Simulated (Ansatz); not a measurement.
This geometry of BH3O + H2 (7 atoms, charge 0, multiplicity 1) is a first-order saddle point.

These are results of RKS PBE/def2-TZVP (Ansatz), not measurements.

```xyz
7
Properties=species:S:1:pos:R:3
B -0.300 0.325 -0.311
O 0.754 -0.861 -0.092
H -1.048 0.085 -1.217
H 0.175 1.422 -0.177
H -0.177 -0.574 0.740
H -0.984 0.076 0.810
H 1.579 -0.473 0.248
```

**Question.** Which two structures does it join? (They come from a converged band through this point; their orientation in space is the band's.)

**Answer.** Bonds broken: H5–H6. Bonds formed: B1–H6, O2–H5. BH3O + H2 becomes BH5O.

First end point:

```xyz
7
Properties=species:S:1:pos:R:3
B 0.212 0.420 -0.890
O 1.105 -0.579 -0.657
H -0.752 0.133 -1.548
H 0.401 1.530 -0.452
H -1.204 -0.887 1.695
H -1.626 -0.330 1.974
H 1.864 -0.288 -0.123
```

Last end point:

```xyz
7
Properties=species:S:1:pos:R:3
B -0.415 0.544 -0.226
O 0.678 -0.756 -0.016
H -1.166 0.099 -1.064
H 0.325 1.428 -0.594
H 0.169 -1.511 0.335
H -0.896 0.693 0.880
H 1.305 -0.497 0.684
```

**Question.** How far does it lie above each of them?

**Answer.** 32.6 kcal/mol above the first and 17.3 kcal/mol above the second. This is the barrier of this one path; another mechanism may lie lower. The orbitals stay closed-shell, which can raise the energy where a bond breaks towards radicals; this wasn't checked here.

The run took 61 s on 2 threads of AMD EPYC 7R43 64-Core Processor (Zen 3), with other jobs on the host, peak memory 0.14 GiB.
